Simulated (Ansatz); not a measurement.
C₃H₆FNO (`C=C(N)OCF`) at its PBE0-D4/def2-TZVP geometry, where that method's forces vanish. The species carries charge 0 and has multiplicity 1.

```xyz
12

C     0.7925   -1.4191   -0.7148
C     0.1280   -0.2824   -0.5413
N     0.4361    0.9603   -1.0739
O    -0.9944   -0.2440    0.2530
C    -0.8919    0.4982    1.4154
F    -0.2364   -0.2207    2.3831
H     0.5285   -2.2894   -0.1336
H     1.6037   -1.4862   -1.4268
H    -0.3582    1.4290   -1.4876
H     1.2312    0.9505   -1.6932
H    -0.3298    1.4222    1.2563
H    -1.9093    0.6816    1.7634
```

(1) What forces (eV/Å) does PBE-D4/def2-TZVPP give on these atoms in the Gaussian-basis code of Ansatz? (An estimate is asked.)

## Answers

(1) Computed: 
```
C1   0.240 -0.407 -0.058
C2   0.049  0.205 -0.128
N3   0.100  0.196  0.181
O4  -0.578 -0.298 -0.171
C5  -0.205  0.395 -0.036
F6   0.377 -0.389  0.585
H7  -0.026 -0.186  0.126
H8   0.160 -0.040 -0.161
H9  -0.259  0.194 -0.143
H10  0.277  0.019 -0.225
H11  0.126  0.248 -0.038
H12 -0.260  0.063  0.067
```
